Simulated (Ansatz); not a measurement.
Molecule: CH₅S, charge 1, multiplicity 1. It need not be the lowest isomer of its formula. 
Geometry from a B3LYP-D3(BJ)/def2-TZVP (Ansatz, a program for electronic structure) optimisation:
SMILES: [SH2+]C
```xyz
7

C     -0.0342     1.1940    -0.1208
S     -0.0235    -0.6123     0.1491
H      1.2549    -0.8954    -0.1924
H     -1.0769     1.4991    -0.0545
H      0.5344     1.6218     0.7029
H      0.4004     1.4381    -1.0850
H     -0.5324    -1.0315    -1.0325
```
Charge +1, spin multiplicity 1.

Basis-set convergence of Hartree-Fock and CCSD correlation energies (hartree) with Ansatz. Correlated levels leave the core frozen unless marked. Spin-orbit coupling is left out. No relativistic terms.

```csv
basis,functions,E(HF),"E(corr, CCSD)"
cc-pV(D+d)Z,62,-438.03741,-0.32613
cc-pV(T+d)Z,139,…,…
```

Q: Fill in the missing entries.

A: 
- cc-pV(T+d)Z, E(HF): -438.06828
- cc-pV(T+d)Z, E(corr, CCSD): -0.39517
